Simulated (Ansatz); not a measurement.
Relaxation of BClH3N (6 atoms, charge 0, multiplicity 1), to a largest force component of 0.02 eV/Å in at most 40 steps.

Level of theory: Ansatz, RKS PBE0-D4/def2-SVP.

```xyz
6
Properties=species:S:1:pos:R:3
B 0.000 0.000 0.000
N 0.000 0.000 1.550
H -0.877 -0.271 2.080
H 0.877 0.271 2.080
Cl 1.611 0.000 -0.930
H -1.030 0.000 -0.595
```

Where does it end, and by what steps?

The run converged. After 5 steps the energy has fallen by 0.751 eV; H3 moved furthest, 0.22 Å.

| step | energy less start (eV) | largest force component (eV/Å) | accepted |
| --- | --- | --- | --- |
| 0 | 0.0000 | 3.969 | yes |
| 1 | -0.6440 | 1.543 | yes |
| 2 | -0.7166 | 1.631 | yes |
| 3 | -0.7498 | 0.262 | yes |
| 4 | -0.7512 | 0.080 | yes |
| 5 | -0.7514 | 0.007 | yes |

```xyz
6
Properties=species:S:1:pos:R:3
B 0.012 -0.016 0.074
N 0.017 0.002 1.460
H -0.834 -0.074 2.001
H 0.862 0.090 2.009
Cl 1.539 0.121 -0.814
H -1.016 -0.123 -0.545
```

Whether the end is a true minimum wasn't checked by a vibrational analysis.

Time of the run: 13 s on 1 thread of Intel(R) Xeon(R) Platinum 8175M CPU @ 2.50GHz (Skylake/Cascade Lake), with other jobs on the host, peak memory 0.14 GiB.
